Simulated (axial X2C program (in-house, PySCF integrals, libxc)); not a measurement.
Which molecule gave these maps?

PBE0 fields computed with an in-house all-electron X2C program for linear molecules (integrals from PySCF), scalar-relativistic, near the equilibrium distance, one atom at z = 0.

The maps cover the half plane through the axis: z from -2.4 to 4.8 Å along the bond, ρ from 0.15 to 2.25 Å away from it.

log10 of the density in e/bohr³:

```
 ρ\z  -2.4  -1.8  -1.2  -0.6   0.0   0.6   1.2   1.8   2.4   3.0   3.6   4.2   4.8
0.15  -2.9  -2.2  -1.6  -1.0   1.1  -1.0  -1.5  -1.8  -0.4   0.7  -1.0  -2.3  -2.6
0.45  -2.9  -2.3  -1.6  -1.2  -0.3  -1.2  -1.6  -1.9  -0.9  -0.1  -1.4  -2.4  -2.6
0.75  -3.0  -2.4  -1.8  -1.3  -1.2  -1.3  -1.7  -2.0  -1.6  -1.1  -1.9  -2.5  -2.7
1.05  -3.1  -2.5  -2.0  -1.6  -1.4  -1.5  -1.9  -2.2  -2.2  -2.0  -2.4  -2.6  -2.7
1.35  -3.3  -2.7  -2.2  -1.8  -1.7  -1.8  -2.1  -2.4  -2.5  -2.5  -2.6  -2.7  -2.8
1.65  -3.4  -2.9  -2.5  -2.1  -2.0  -2.1  -2.3  -2.6  -2.7  -2.7  -2.7  -2.8  -2.9
1.95  -3.6  -3.1  -2.7  -2.5  -2.4  -2.4  -2.6  -2.8  -2.9  -2.9  -2.9  -2.9  -3.0
2.25  -3.8  -3.4  -3.0  -2.8  -2.7  -2.7  -2.9  -3.0  -3.0  -3.0  -3.0  -3.1  -3.2
```

Electron localisation function (collinear form, no current term, damped to 0 at low density):

```
 ρ\z  -2.4  -1.8  -1.2  -0.6   0.0   0.6   1.2   1.8   2.4   3.0   3.6   4.2   4.8
0.15  0.34  0.72  0.87  0.07  0.51  0.07  0.84  0.06  0.81  0.31  0.58  0.10  0.97
0.45  0.32  0.70  0.87  0.21  0.49  0.18  0.84  0.09  0.62  0.85  0.32  0.16  0.98
0.75  0.29  0.67  0.86  0.79  0.20  0.74  0.82  0.18  0.14  0.50  0.07  0.34  0.98
1.05  0.24  0.62  0.83  0.89  0.84  0.85  0.78  0.36  0.02  0.05  0.04  0.68  0.99
1.35  0.17  0.54  0.78  0.87  0.87  0.83  0.71  0.47  0.06  0.04  0.20  0.91  0.98
1.65  0.11  0.43  0.69  0.80  0.81  0.75  0.61  0.48  0.28  0.24  0.69  0.97  0.97
1.95  0.05  0.29  0.57  0.70  0.72  0.64  0.48  0.41  0.51  0.70  0.91  0.96  0.93
2.25  0.02  0.15  0.39  0.55  0.57  0.48  0.34  0.31  0.48  0.77  0.89  0.90  0.82
```

Axial spin density in 10⁻³ e/bohr³:

```
 ρ\z  -2.4  -1.8  -1.2  -0.6    0.0   0.6   1.2  1.8   2.4   3.0   3.6   4.2   4.8
0.15   0.8   3.5  12.5  14.2  152.3  11.5  13.7  4.7   0.2  -6.7  -0.6  -2.8  -2.3
0.45   0.8   3.2  11.3  20.1    2.3  17.7  12.6  4.4   0.0   0.0  -1.3  -2.7  -2.2
0.75   0.7   2.6   9.0  20.3   21.8  19.3  10.3  3.8   0.2  -0.6  -1.9  -2.5  -2.0
1.05   0.6   2.0   6.3  14.8   19.5  14.9   7.6  2.9   0.2  -1.1  -2.0  -2.2  -1.7
1.35   0.4   1.4   4.1   8.9   11.9   9.4   5.0  2.0   0.1  -1.1  -1.8  -1.8  -1.4
1.65   0.3   0.9   2.4   4.9    6.5   5.3   3.1  1.3   0.0  -0.9  -1.4  -1.4  -1.1
1.95   0.2   0.6   1.4   2.6    3.4   2.9   1.8  0.7  -0.1  -0.7  -1.1  -1.1  -0.8
2.25   0.1   0.4   0.8   1.4    1.7   1.5   1.0  0.4  -0.1  -0.5  -0.8  -0.8  -0.6
```

Question: Which molecule is it?
A. MtP
B. BhF
C. CsB⁻
D. NaSi⁻

Answer: D. NaSi⁻, with Si at z = 0 and Na at z = 2.903 Å, state M_S = 1, Λ = 0 (beyond evenly filled blocks: π+α, π-α), basis Si dyall-av3z [9s8p3d2f], Na dyall-av3z [10s9p5d2f] (cores contracted in-house). The state is one determinant whose occupation by symmetry is held fixed; it was picked as the lowest of a PBE0 search that is not exhaustive. PBE0 can misorder states that lie within some tenths of an eV, so this need not be the ground state of the molecule. The nearest other spin-free determinant of the search, M_S = 2, Λ = 0, lies 0.25 eV up at the distance of the search. The highest occupied level of some functionals is positive through self-interaction error; at Hartree–Fock it is bound. The determinant is spin-polarised beyond a pure state at some levels (its spin-free form has ⟨S²⟩ too high), which makes Re and μ there less reliable.
